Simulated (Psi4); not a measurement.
Psi4 input (wB97X-D/6-31G*):

```
memory 1500 MB

molecule {
0 2
B    -0.00527615    0.68628422   -0.03815181
Cl    1.53762474   -0.08886242    0.01004358
Cl   -1.53607293   -0.11298588    0.00117754
symmetry c1
no_reorient
no_com
}

set {
  basis 6-31G*
  reference uks
  scf_type pk
  dft_radial_points 99
  dft_spherical_points 590
  e_convergence 1e-8
  d_convergence 1e-7
  maxiter 150
}

e = energy('wb97x-d')
print_out(f'\nFINAL {e:.10f} DIPOLE {variable("CURRENT DIPOLE")[0]:.6f} {variable("CURRENT DIPOLE")[1]:.6f} {variable("CURRENT DIPOLE")[2]:.6f}\n')
```

Output:

```
   => Loading Basis Set <=

    Name: 6-31G*
    Role: ORBITAL
    Keyword: BASIS
    atoms 1   entry B          line    94 file 6-31gs.gbs
    atoms 2-3 entry CL         line   340 file 6-31gs.gbs

   => WB97X-D: Empirical Dispersion <=

    Chai and Head-Gordon Dispersion Correction
    Chai, J.-D.; Head-Gordon, M. (2010), J. Chem. Phys., 132: 6615-6620

        s6 =       1.000000

         ---------------------------------------------------------
                                   SCF
               by Justin Turney, Rob Parrish, Andy Simmonett
                          and Daniel G. A. Smith
                              UKS Reference
         ---------------------------------------------------------

  ==> Geometry <==

    Molecular point group: c1
    Full point group: C1

    Geometry (in Angstrom), charge = 0, multiplicity = 2:

       Center              X                  Y                   Z               Mass
    ------------   -----------------  -----------------  -----------------  -----------------
         B           -0.005276150000     0.686284220000    -0.038151810000    11.009305360000
         CL           1.537624740000    -0.088862420000     0.010043580000    34.968852682000
         CL          -1.536072930000    -0.112985880000     0.001177540000    34.968852682000

  Running in c1 symmetry.

  Rotational constants: A =      2.84942  B =      0.10205  C =      0.09852 [cm^-1]
  Rotational constants: A =  85423.38143  B =   3059.23720  C =   2953.46578 [MHz]
  Nuclear repulsion =  101.833407024393992

  Charge       = 0
  Multiplicity = 2
  Electrons    = 39
  Nalpha       = 20
  Nbeta        = 19

  ==> Algorithm <==

  SCF Algorithm Type is PK.
  DIIS enabled.
  MOM disabled.
  Fractional occupation disabled.
  Guess Type is SAD.
  Energy threshold   = 1.00e-08
  Density threshold  = 1.00e-07
  Integral threshold = 1.00e-12

  ==> Primary Basis <==

  Basis Set: 6-31G*
    Blend: 6-31G*
    Number of shells: 22
    Number of basis functions: 53
    Number of Cartesian functions: 53
    Spherical Harmonics?: false
    Max angular momentum: 2

  ==> DFT Potential <==

   => LibXC <=

    Version 7.1.2
    S. Lehtola, C. Steigemann, M. J. T. Oliveira, and M. A. L. Marques,  SoftwareX 7, 1–5 (2018) (10.1016/j.softx.2017.11.002)

   => Composite Functional: WB97X-D <=

    wB97X-D Hyb-GGA Exchange-Correlation Functional

    J.-D. Chai and M. Head-Gordon,  Phys. Chem. Chem. Phys. 10, 6615–6620 (2008) (10.1039/B810189B)

    Deriv               =              1
    GGA                 =           TRUE
    Meta                =          FALSE

    Exchange Hybrid     =           TRUE
    MP2 Hybrid          =          FALSE

   => Exchange-Correlation Functionals <=

    1.0000   wB97X-D range-separated functional

   => Exact (HF) Exchange <=

    0.7780            HF,LR [omega = 0.2000]
    0.2220               HF

   => LibXC Density Thresholds  <==

    XC_HYB_GGA_XC_WB97X_D:  1.00E-14

   => Molecular Quadrature <=

    Radial Scheme          =       TREUTLER
    Pruning Scheme         =           NONE
    Nuclear Scheme         =       TREUTLER

    Blocking Scheme        =         OCTREE
    BS radius alpha        =              1
    Pruning alpha          =              1
    Radial Points          =             99
    Spherical Points       =            590
    Total Points           =         158891
    Total Blocks           =           1237
    Max Points             =            256
    Max Functions          =             52
    Weights Tolerance      =       1.00E-15

  ==> Integral Setup <==

  Using in-core PK algorithm.
   Calculation information:
      Number of atoms:                   3
      Number of AO shells:              22
      Number of primitives:             69
      Number of atomic orbitals:        53
      Number of basis functions:        53

      Integral cutoff                 1.00e-12
      Number of threads:                 1

  Performing in-core PK
  Using 3073788 doubles for integral storage.
  We computed 29524 shell quartets total.
  Whereas there are 32131 unique shell quartets.

  Computing range-separated integrals for PK
  We computed 29524 wK shell quartets total.
  Whereas there are 32131 wK unique shell quartets.

  ==> DiskJK: Disk-Based J/K Matrices <==

    J tasked:                  Yes
    K tasked:                  Yes
    wK tasked:                 Yes
    Omega:               2.000E-01
    Schwarz Cutoff:          1E-12


  Cached 100.0% of DFT collocation blocks in 0.205 [GiB].

  Minimum eigenvalue in the overlap matrix is 1.0884000545E-02.
  Reciprocal condition number of the overlap matrix is 2.0453418243E-03.
    Using symmetric orthogonalization.

  ==> Pre-Iterations <==

  SCF Guess: Superposition of Atomic Densities via on-the-fly atomic UHF (no occupation information).

   -------------------------
    Irrep   Nso     Nmo
   -------------------------
     A         53      53
   -------------------------
    Total      53      53
   -------------------------

  ==> Iterations <==

                        Total Energy        Delta E     RMS |[F,P]|

   @UKS iter SAD:  -944.99771223832340   -9.44998e+02   0.00000e+00
   @UKS iter   1:  -945.18418915879181   -1.86477e-01   3.22946e-03 ADIIS/DIIS
   @UKS iter   2:  -945.19334410712440   -9.15495e-03   2.16417e-03 ADIIS/DIIS
   @UKS iter   3:  -945.20015932954141   -6.81522e-03   3.77418e-04 ADIIS/DIIS
   @UKS iter   4:  -945.20044750187515   -2.88172e-04   1.06223e-04 ADIIS/DIIS
   @UKS iter   5:  -945.20049002658266   -4.25247e-05   2.58368e-05 DIIS
   @UKS iter   6:  -945.20049431211396   -4.28553e-06   8.78951e-06 DIIS
   @UKS iter   7:  -945.20049487625840   -5.64144e-07   2.84197e-06 DIIS
   @UKS iter   8:  -945.20049492525732   -4.89989e-08   8.86034e-07 DIIS
   @UKS iter   9:  -945.20049492958037   -4.32306e-09   1.68634e-07 DIIS
   @UKS iter  10:  -945.20049492977978   -1.99407e-10   3.88077e-08 DIIS
  Energy and wave function converged.

  ==> Post-Iterations <==

   Electrons on quadrature grid:
      Nalpha   =   20.0000000033 ; deviation = 3.264e-09
      Nbeta    =   18.9999999934 ; deviation = -6.618e-09
      Ntotal   =   38.9999999966 ; deviation = -3.355e-09

   @Spin Contamination Metric:   3.039477802E-03
   @S^2 Expected:                7.500000000E-01
   @S^2 Observed:                7.530394778E-01
   @S   Expected:                5.000000000E-01
   @S   Observed:                5.000000000E-01

    Orbital Energies [Eh]
    ---------------------

    Alpha Occupied:

       1A   -101.743609     2A   -101.743609     3A     -9.617387
       4A     -9.617372     5A     -7.363759     6A     -7.363750
       7A     -7.357886     8A     -7.357880     9A     -7.356798
      10A     -7.356792    11A     -6.987885    12A     -0.986884
      13A     -0.954293    14A     -0.614240    15A     -0.535718
      16A     -0.488572    17A     -0.482195    18A     -0.432970
      19A     -0.424811    20A     -0.302148

    Alpha Virtual:

      21A     -0.000929    22A      0.144641    23A      0.197116
      24A      0.373327    25A      0.405685    26A      0.471053
      27A      0.472828    28A      0.486970    29A      0.487287
      30A      0.527457    31A      0.541834    32A      0.562390
      33A      0.568106    34A      0.711506    35A      0.750593
      36A      0.777515    37A      0.872138    38A      0.889956
      39A      0.923345    40A      0.924657    41A      0.946793
      42A      0.957294    43A      0.969840    44A      1.148367
      45A      1.203719    46A      1.406405    47A      1.489359
      48A      1.543370    49A      1.883566    50A      1.905476
      51A      3.435672    52A      4.340104    53A      4.352097

    Beta Occupied:

       1A   -101.742909     2A   -101.742908     3A     -9.616606
       4A     -9.616589     5A     -7.362306     6A     -7.362299
       7A     -7.357650     8A     -7.357644     9A     -7.355323
      10A     -7.355318    11A     -6.978109    12A     -0.980535
      13A     -0.949064    14A     -0.598334    15A     -0.524207
      16A     -0.477465    17A     -0.466827    18A     -0.433312
      19A     -0.419264

    Beta Virtual:

      20A     -0.013699    21A      0.028333    22A      0.150592
      23A      0.223700    24A      0.376437    25A      0.407969
      26A      0.479126    27A      0.490067    28A      0.495022
      29A      0.501218    30A      0.542031    31A      0.550585
      32A      0.565011    33A      0.575820    34A      0.719400
      35A      0.755070    36A      0.784887    37A      0.891138
      38A      0.901217    39A      0.925680    40A      0.928573
      41A      0.957929    42A      0.969072    43A      0.973861
      44A      1.161057    45A      1.223967    46A      1.457835
      47A      1.533210    48A      1.572084    49A      1.920742
      50A      1.934846    51A      3.495672    52A      4.346702
      53A      4.355593

    Final Occupation by Irrep:
              A
    DOCC [    19 ]
    SOCC [     1 ]
    NA   [    20 ]
    NB   [    19 ]

  @UKS Final Energy:  -945.20049492977978

   => Energetics <=

    Nuclear Repulsion Energy =            101.8334070243939919
    One-Electron Energy =               -1505.9325212758390080
    Two-Electron Energy =                 503.0074289603524562
    DFT Exchange-Correlation Energy =     -44.1086303476924755
    Empirical Dispersion Energy =          -0.0001792909947887
    VV10 Nonlocal Energy =                  0.0000000000000000
    Total Energy =                       -945.2004949297797793

  UHF NO Occupations:
  HONO-2 :   18  A 1.9994463
  HONO-1 :   19  A 1.9992523
  HONO-0 :   20  A 1.0000000
  LUNO+0 :   21  A 0.0007477
  LUNO+1 :   22  A 0.0005537
  LUNO+2 :   23  A 0.0001142
  LUNO+3 :   24  A 0.0000539

Computation Completed

Properties will be evaluated at   0.000000,   0.000000,   0.000000 [a0]

Properties computed using the SCF density matrix

 Multipole Moments:

 ------------------------------------------------------------------------------------
     Multipole            Electronic (a.u.)      Nuclear  (a.u.)        Total (a.u.)
 ------------------------------------------------------------------------------------

 L = 1.  Multiply by 2.5417464519 to convert [e a0] to [Debye]
 Dipole X            :          0.0003437            0.0000000            0.0003438
 Dipole Y            :         -0.0447144           -0.0000000           -0.0447144
 Dipole Z            :          0.0024858           -0.0000000            0.0024858
 Magnitude           :                                                    0.0447848

 ------------------------------------------------------------------------------------

FINAL -945.2004949298 DIPOLE 0.000344 -0.044714 0.002486

*** Psi4 exiting successfully. Buy a developer a beer!
```
